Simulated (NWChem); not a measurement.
# doublet [N2H4]+: levels of theory compared

Aim: a comparison of 4 runs (U-r2SCAN/cc-pVTZ, UM06-L/cc-pVTZ, UPBE0/cc-pVTZ, UTPSS/cc-pVTZ) of doublet [N2H4]+. 

The results are computed with NWChem 7.3.0.

## (1) The system as given

[N2H4]+ has 6 atoms, charge +1, and is taken as a doublet. SMILES of the parent species: `NN`. The coordinates come from a PBE0-D4/def2-TZVP relaxation. This is one conformer, not always the lowest. That shape belongs to the parent species and isn't relaxed for this state.

Bond lengths: N1–N2 1.415 Å, N1–H3 1.014 Å, N1–H4 1.011 Å, N2–H5 1.014 Å, N2–H6 1.011 Å. Angles: N1–N2–H5 112.7°, N1–N2–H6 108.2°, N2–N1–H3 112.7°, N2–N1–H4 108.2°, H5–N2–H6 108.3°, H3–N1–H4 108.3°.

## (2) The energy at U-r2SCAN/cc-pVTZ (run 1)

Contents of job.nw:

```
echo
start job
memory 2200 mb
charge 1

geometry units angstroms noautosym nocenter noautoz
  N    -0.135100   -0.701700    0.195900
  N     0.447300    0.583800    0.089900
  H    -1.076200   -0.737600   -0.180500
  H     0.438700   -1.352200   -0.322700
  H     0.103900    1.104700   -0.709700
  H     0.221500    1.102900    0.927100
end

basis spherical bse
  N library cc-pVTZ
  H library cc-pVTZ
end

dft
  xc r2scan
  mult 2
  grid fine
  convergence energy 1e-08
  maxiter 100
  mulliken
end

task dft energy
```

Started as:

```sh
nwchem job.nw > job.out
```

Output:

```text
[...]
          Wavefunction type:  spin polarized.
          No. of atoms     :     6
          No. of electrons :    17
[...]
          Charge           :     1
          Spin multiplicity:     2
[...]
          AO basis - number of functions:   116
[...]
              XC Information
              --------------
                      r^2SCAN Method XC Functional
               r^2SCAN metaGGA Exchange Functional  1.000
                     r^2SCAN Correlation Potential  1.000
[...]
 d= 0,ls=0.0,diis     1   -111.3940005482 -1.53D+02  3.33D-03  2.83D-01     3.4
[...]
 d= 0,ls=0.0,diis    12   -111.4867243404 -1.30D-09  5.07D-08  1.65D-09    37.6
[...]
         Total DFT energy =     -111.486724340373
      One electron energy =     -227.880624260756
           Coulomb energy =       89.479221936936
    Exchange-Corr. energy =      -14.919036062954
 Nuclear repulsion energy =       41.833714046401
[...]
      Total Density - Mulliken Population Analysis
     ---------------------------------------------
    Atom       Charge   Shell Charges
 -----------   ------   -------------------------------------------------------
    1 N    7     6.95   1.96  0.22  0.92  0.40  1.00  1.73  0.66  0.01  0.04  0.00
    2 N    7     6.95   1.96  0.22  0.92  0.40  1.00  1.73  0.66  0.01  0.04  0.00
    3 H    1     0.79   0.26  0.43  0.03  0.02  0.05  0.01
    4 H    1     0.76   0.25  0.41  0.03  0.02  0.05  0.01
    5 H    1     0.79   0.26  0.43  0.03  0.02  0.05  0.01
    6 H    1     0.76   0.25  0.41  0.03  0.02  0.05  0.01
[...]
      <S2> =      0.7557 (Exact =     0.7500)
[...]
```

Wall time 38 s (1 thread of Intel Xeon Platinum 8559C (Emerald Rapids), shared host); peak memory 0.11 GiB.

## (3) A single-point energy at UM06-L/cc-pVTZ (run 2)

Contents of h4n2.nw:

```
start h4n2
memory total 2200 mb
charge 1
geometry units angstrom noautosym nocenter noautoz
N       -0.135100      -0.701700       0.195900
N        0.447300       0.583800       0.089900
H       -1.076200      -0.737600      -0.180500
H        0.438700      -1.352200      -0.322700
H        0.103900       1.104700      -0.709700
H        0.221500       1.102900       0.927100
end
basis spherical bse
N library cc-pVTZ
H library cc-pVTZ
end
dft
xc m06-l
mult 2
grid fine
convergence energy 1e-08
maxiter 100
mulliken
noprint "final vectors analysis"
end
task dft energy
```

Started as:

```sh
nwchem h4n2.nw > h4n2.out
```

Output:

```text
[...]
          Wavefunction type:  spin polarized.
          No. of atoms     :     6
          No. of electrons :    17
[...]
          Charge           :     1
          Spin multiplicity:     2
[...]
          AO basis - number of functions:   116
[...]
              XC Information
              --------------
                        M06-L Method XC Functional
                         M06-L Exchange Functional  1.000
                       M06-L Correlation Potential  1.000
[...]
 d= 0,ls=0.0,diis     1   -111.4344280454 -1.53D+02  3.53D-03  2.70D-01     3.8
[...]
 d= 0,ls=0.0,diis    15   -111.5282313193 -4.41D-09  4.04D-08  1.07D-10    47.7
[...]
         Total DFT energy =     -111.528231319346
      One electron energy =     -227.912509108376
           Coulomb energy =       89.527547448404
    Exchange-Corr. energy =      -14.976983705774
 Nuclear repulsion energy =       41.833714046401
[...]
      Total Density - Mulliken Population Analysis
     ---------------------------------------------
    Atom       Charge   Shell Charges
 -----------   ------   -------------------------------------------------------
    1 N    7     6.85   1.96  0.22  0.94  0.39  0.99  1.71  0.60  0.01  0.03  0.00
    2 N    7     6.85   1.96  0.22  0.94  0.39  0.99  1.71  0.60  0.01  0.03  0.00
    3 H    1     0.83   0.26  0.48  0.02  0.02  0.05  0.01
    4 H    1     0.82   0.25  0.47  0.01  0.02  0.06  0.01
    5 H    1     0.83   0.26  0.48  0.02  0.02  0.05  0.01
    6 H    1     0.82   0.25  0.47  0.01  0.02  0.06  0.01
[...]
      <S2> =      0.7544 (Exact =     0.7500)
[...]
```

It took 49 s on 1 thread of Intel Xeon Platinum 8559C (Emerald Rapids), shared host; peak memory 0.11 GiB.

Run 3 isn't shown in full; the table further down has it.

## (4) The energy at UTPSS/cc-pVTZ (run 4)

Contents of a.xyz:

```xyz
6

N     -0.135100    -0.701700     0.195900
N      0.447300     0.583800     0.089900
H     -1.076200    -0.737600    -0.180500
H      0.438700    -1.352200    -0.322700
H      0.103900     1.104700    -0.709700
H      0.221500     1.102900     0.927100
```

Contents of run.py:

```python
from ase.io import read
from ase.calculators.nwchem import NWChem

atoms = read('a.xyz')

calc = NWChem(
    label='a',
    theory='dft',
    memory='2200 mb',
    basis='cc-pVTZ',
    basispar='spherical bse',
    charge=1,
    dft={'xc': 'xtpss03 ctpss03', 'mult': '2', 'grid': 'fine', 'convergence': 'energy 1e-08', 'iterations': '100', 'mulliken': None},
    task='energy',
)
atoms.calc = calc

print("Total energy (eV):", round(atoms.get_potential_energy(), 6))
```

Started as:

```sh
export ASE_NWCHEM_COMMAND="nwchem PREFIX.nwi > PREFIX.nwo"
python run.py
```

Output:

```text
Total energy (eV): -3035.952582
```

The calculator wrote a.nwi:

```
title "a"

permanent_dir a

scratch_dir a

start a

geometry units angstrom nocenter noautosym noautoz
  N  -1.3510000000000000e-01 -7.0169999999999999e-01 1.9589999999999999e-01
  N  4.4729999999999998e-01 5.8379999999999999e-01 8.9899999999999994e-02
  H  -1.0762000000000000e+00 -7.3760000000000003e-01 -1.8049999999999999e-01
  H  4.3869999999999998e-01 -1.3522000000000001e+00 -3.2269999999999999e-01
  H  1.0390000000000001e-01 1.1047000000000000e+00 -7.0970000000000000e-01
  H  2.2150000000000000e-01 1.1029000000000000e+00 9.2710000000000004e-01
end

charge 1

memory 2200 mb

basis spherical bse noprint
   * library cc-pVTZ
end

dft
  xc xtpss03 ctpss03
  mult 2
  grid fine
  convergence energy 1e-08
  iterations 100
  mulliken
end

task dft energy
```

a.nwo:

```text
Northwest Computational Chemistry Package (NWChem) 7.3.0
             --------------------------------------------------------

           Job information
           ---------------

    nwchem branch   = 7.3.0
    use scalapack   = T
    input           = a.nwi
    prefix          = a.
    data base       = a/a.db
    status          = startup
    nproc           =        1

           Memory information
           ------------------

    heap     =     72089594 doubles =      550.0 Mbytes
    stack    =     72089599 doubles =      550.0 Mbytes
    global   =    144179200 doubles =     1100.0 Mbytes (distinct from heap & stack)
    total    =    288358393 doubles =     2200.0 Mbytes
    verify   = yes
    hardfail = no

[... 99 lines left out ...]
  convergence criterion.
[... 17 lines left out ...]
          Convergence on gradient requested:  5.00D-04
[... 21 lines left out ...]
          Convergence aids based upon iterative change in
[... 30 lines left out ...]
 1-e energy   =    -218.869937
[... 55 lines left out ...]
         Total DFT energy =     -111.569200456115
[... 2 lines left out ...]
    Exchange-Corr. energy =      -15.009876927603
[... 824 lines left out ...]
                     DFT Final Beta Molecular Orbital Analysis
[... 925 lines left out ...]
 center of mass
 --------------
 x =   0.23931460 y =  -0.09037907 z =   0.21907243

 moments of inertia (a.u.)
 ------------------
          64.895799302221         -20.505937434619           0.328945941287
         -20.505937434619          20.343207721461           0.707198021964
           0.328945941287           0.707198021964          72.871375645384

     Multipole analysis of the density
     ---------------------------------

     L   x y z        total         alpha         beta         nuclear
     -   - - -        -----         -----         ----         -------
     0   0 0 0      1.000000     -9.000000     -8.000000     18.000000

     1   1 0 0     -0.271747     -2.115987     -1.695783      3.540024
[... 8 lines of this table left out ...]
     2   0 0 2     -7.083119     -7.350082     -6.250643      6.517606

 Task  times  cpu:       37.9s     wall:       37.9s
 Total times  cpu:       37.9s     wall:       37.9s
```

It took 39 s on 1 thread of Intel Xeon Platinum 8559C (Emerald Rapids), shared host; peak memory 0.11 GiB.

## (5) The series

| run | level | energy (Eh) | HOMO energy (eV) | LUMO energy (eV) | ⟨S²⟩ | wall time |
| --- | --- | --- | --- | --- | --- | --- |
| 1 | U-r2SCAN/cc-pVTZ | -111.486724 | -14.18 | -13.70 | 0.756 | 38 s |
| 2 | UM06-L/cc-pVTZ | -111.528231 | – | – | 0.754 | 49 s |
| 3 | UPBE0/cc-pVTZ | -111.419823 | -15.26 | -12.71 | 0.755 | 34 s |
| 4 | UTPSS/cc-pVTZ | -111.569200 | -14.09 | -13.73 | 0.753 | 39 s |

## (6) What came out

| quantity | value |
| --- | --- |
| run 4: total energy | -111.56920 Eh |
| run 4: HOMO energy (highest over α and β) | -14.09 eV |
| run 4: LUMO energy (lowest over α and β) | -13.73 eV |
| run 4: ⟨S²⟩ | 0.753 |

**Reading.** Totals of different functionals can't be ranked against each other. All runs together took 2.7 min, the longest 49 s.
